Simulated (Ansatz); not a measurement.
System: tetradymite Bi₂Se₃. Method: r²SCAN+rVV10 (Ansatz, a quantum-chemistry and plane-wave program, PAW).

Settings: plane-wave cutoff 560 eV, 10×10×10 k mesh, Fermi–Dirac smearing 0.01 eV, scalar-relativistic PAW data made under PBE.

Computed points:

```json
[
 {"V (Å³/atom)": "27.881", "E − E_lowest (meV/atom)": "5.30", "P (GPa)": "1.578"},
 {"V (Å³/atom)": "28.462", "E − E_lowest (meV/atom)": "1.23", "P (GPa)": "0.703"},
 {"V (Å³/atom)": "29.043", "E − E_lowest (meV/atom)": "0.00", "P (GPa)": "0.000"},
 {"V (Å³/atom)": "29.623", "E − E_lowest (meV/atom)": "1.01", "P (GPa)": "-0.538"},
 {"V (Å³/atom)": "30.204", "E − E_lowest (meV/atom)": "3.68", "P (GPa)": "-0.912"}
]
```

Question: Estimate the bulk modulus from the pressures at 28.462 and 29.623 Å³/atom, and compare it with a fit to all energies.

Answer: B = −V dP/dV. Between V = 28.462 and 29.623 Å³/atom, dP/dV = (-0.538 − (0.703))/(29.623 − 28.462) = -1.07 GPa per Å³/atom; at the midpoint 29.043 Å³/atom this gives B ≈ 31.0 GPa. The third-order Birch–Murnaghan fit gives V0 = 29.044 Å³/atom, B0 = 30.5 GPa, B′ = 12.4, which lies 2 % below that estimate.

Shape and atoms are relaxed at each volume.

Note: the bulk modulus comes from volumes at which shape and atoms were relaxed.

Spin–orbit coupling is not included; it can shift volumes and moduli of such heavy elements.

Static lattice: no zero-point or thermal effects.
